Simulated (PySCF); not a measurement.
Dissociation curve of CH4S, SMILES CS. The C1–H6 bond (C1 also carries H, H, S; H6 carries nothing else) is stretched with both fragments frozen at the PBE0/def2-TZVP optimised geometry.

Method: PySCF with CCSD(T) on UHF/cc-pVDZ, 6 core orbitals frozen.

Task: Relative to R = 1.09 Å, what are the energies at R = 1.26, 1.96, 2.38, 2.64 Å?

Result: 29.1 kJ/mol at 1.26 Å, 304.1 kJ/mol at 1.96 Å, 400.4 kJ/mol at 2.38 Å, 424.0 kJ/mol at 2.64 Å.

The unrestricted determinant behind UCCSD(T) is spin-contaminated at 1.81 to 3.80 Å (<S²> up to 1.0, against 0.00 for a pure singlet).
